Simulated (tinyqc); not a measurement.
Inside a calculation. Method: Hueckel theory of the pi electrons with the omega technique, for the molecule C=C(O)C=C[CH2+] (SMILES; centres numbered as the heavy atoms are written). Computed by tinyqc, a small Python program that keeps every step. Settings: charge = 1, omega = 1.0, damping = 0.5. Command: `OMP_NUM_THREADS=1 python tinyqc.py 22862 22863 out.jsonl` (the two numbers bound the seeds that draw the settings). One thread of a shared host (Intel(R) Xeon(R) Processor @ 2.60GHz), about 0.01 s of CPU time with the checks.

## The Hueckel matrix

Centres:
```
centre,"z_r, pi electrons of the neutral centre",h
1C,1,0.0000
2C,1,0.0000
3O,2,2.1700
4C,1,0.0000
5C,1,0.0000
6C,1,0.0000
```

Bonds:
```
i,j,k
1,2,1
2,3,0.8600
2,4,1
4,5,1
5,6,1
```

H_rr = alpha + h_r beta, H_rs = k_rs beta for bonded centres.

Hueckel matrix in units of beta (H = alpha + beta A), lower triangle:
```
,1C,2C,3O,4C,5C,6C
1C,0.0000
2C,1.0000,0.0000
3O,0.0000,0.8600,2.1700
4C,0.0000,1.0000,0.0000,0.0000
5C,0.0000,0.0000,0.0000,1.0000,0.0000
6C,0.0000,0.0000,0.0000,0.0000,1.0000,0.0000
```

## Orbitals, round 1

pi electrons, sum of z_r less the charge = 6

Diagonalise; E = alpha + x beta with beta < 0, so the largest x are filled first; degenerate levels share their electrons. P = sum n_i c_ri c_si; each orbital has its largest coefficient positive (the first on a tie).

x values: 2.5945  1.5592  0.8550  0.0000  -1.0553  -1.7834

occupations: 2.0000  2.0000  2.0000  0.0000  0.0000  0.0000

coefficients:
```
,MO1,MO2,MO3,MO4,MO5,MO6
1C,0.1640,0.1628,0.5622,0.5774,0.4517,0.3051
2C,0.4256,0.2539,0.4807,0.0000,-0.4767,-0.5442
3O,0.8621,-0.3574,-0.3144,0.0000,0.1271,0.1184
4C,0.1987,0.5404,0.1192,-0.5774,-0.0580,0.5635
5C,0.0899,0.5888,-0.3788,0.0000,0.5379,-0.4609
6C,0.0347,0.3776,-0.4431,0.5774,-0.5097,0.2584
```

charge and bond-order matrix P, lower triangle:
```
,1C,2C,3O,4C,5C,6C
1C,0.7390
2C,0.7628,0.9532
3O,-0.1871,0.2500,1.9397
4C,0.3751,0.5580,-0.1187,0.6914
5C,-0.2047,0.0113,-0.0276,0.5818,0.9965
6C,-0.3639,-0.2047,0.0684,0.3163,0.7866,0.6802
```

## Omega technique, round 1

h_r = h_r(0) + omega q_r, omega = 1, with q_r = z_r - P_rr; 0.5 of the old diagonal is kept.

matrix after round 1, lower triangle:
```
,1C,2C,3O,4C,5C,6C
1C,0.1305
2C,1.0000,0.0234
3O,0.0000,0.8600,2.2002
4C,0.0000,1.0000,0.0000,0.1543
5C,0.0000,0.0000,0.0000,1.0000,0.0018
6C,0.0000,0.0000,0.0000,0.0000,1.0000,0.1599
```

## Orbitals, round 2

As before.

x values: 2.6314  1.6378  0.9405  0.1482  -0.9827  -1.7053

occupations: 2.0000  2.0000  2.0000  0.0000  0.0000  0.0000

coefficients:
```
,MO1,MO2,MO3,MO4,MO5,MO6
1C,0.1715,0.1607,0.5693,0.5809,0.4385,-0.3016
2C,0.4289,0.2422,0.4611,0.0103,-0.4881,0.5536
3O,0.8552,-0.3704,-0.3148,-0.0043,0.1319,-0.1219
4C,0.2115,0.5489,0.1244,-0.5760,-0.0609,-0.5506
5C,0.0951,0.5721,-0.3633,-0.0068,0.5573,0.4702
6C,0.0385,0.3871,-0.4655,0.5750,-0.4877,-0.2521
```

charge and bond-order matrix P, lower triangle:
```
,1C,2C,3O,4C,5C,6C
1C,0.7586
2C,0.7500,0.9104
3O,-0.1842,0.2638,1.9355
4C,0.3905,0.5620,-0.1231,0.7229
5C,-0.1973,0.0235,-0.0324,0.5778,0.9366
6C,-0.3924,-0.2088,0.0721,0.3254,0.7884,0.7359
```

## Omega technique, round 2

As before.

matrix after round 2, lower triangle:
```
,1C,2C,3O,4C,5C,6C
1C,0.1859
2C,1.0000,0.0565
3O,0.0000,0.8600,2.2174
4C,0.0000,1.0000,0.0000,0.2157
5C,0.0000,0.0000,0.0000,1.0000,0.0326
6C,0.0000,0.0000,0.0000,0.0000,1.0000,0.2120
```

## Convergence

Each round sets h_r = h_r(0) + omega (z_r - P_rr), keeping the share named as damping of the old diagonal; repeat until output and input diagonals agree to 1e-6.

Rounds:
```
round,sum n x,largest |h(out) - h(in)|
1,10.0175,3.20e-01
2,10.4195,1.23e-01
3,10.6368,5.37e-02
4,10.7479,2.48e-02
5,10.8041,1.19e-02
6,10.8324,5.79e-03
7,10.8467,2.86e-03
8,10.8538,1.43e-03
9,10.8574,7.10e-04
10,10.8592,3.53e-04
11,10.8601,1.76e-04
12,10.8606,8.78e-05
13,10.8608,4.38e-05
14,10.8609,2.18e-05
15,10.8610,1.09e-05
16,10.8610,5.43e-06
17,10.8610,2.71e-06
18,10.8610,1.35e-06
19,10.8610,6.73e-07
```

Converged in 19 rounds.

## Energy, charges, bond orders

final x values: 2.6818  1.7223  1.0264  0.2527  -0.8976  -1.6156

occupations: 2.0000  2.0000  2.0000  0.0000  0.0000  0.0000

final P, lower triangle:
```
,1C,2C,3O,4C,5C,6C
1C,0.7667
2C,0.7468,0.9002
3O,-0.1857,0.2702,1.9329
4C,0.3929,0.5614,-0.1250,0.7334
5C,-0.1985,0.0249,-0.0337,0.5797,0.9252
6C,-0.3995,-0.2085,0.0736,0.3280,0.7856,0.7415
```

E = sum n x; q_r = z_r - P_rr; bond order p = P_rs; free valence = sqrt(3) - sum of p over the bonds of the atom.

pi energy = 6 alpha + this times beta = 10.8610

pi charges: 1C 0.2333, 2C 0.0998, 3O 0.0671, 4C 0.2666, 5C 0.0748, 6C 0.2585

Bond orders and lengths from R = 1.517 - 0.180 p (angstrom, C-C alone):
```
bond,p,R
1-2,0.7468,1.3826
2-3,0.2702,-
2-4,0.5614,1.4159
4-5,0.5797,1.4126
5-6,0.7856,1.3756
```

free valence of the carbons: 1C 0.9852, 2C 0.1536, 4C 0.5909, 5C 0.3667, 6C 0.9465

gap between the highest filled and the next level = 0.7737 |beta|
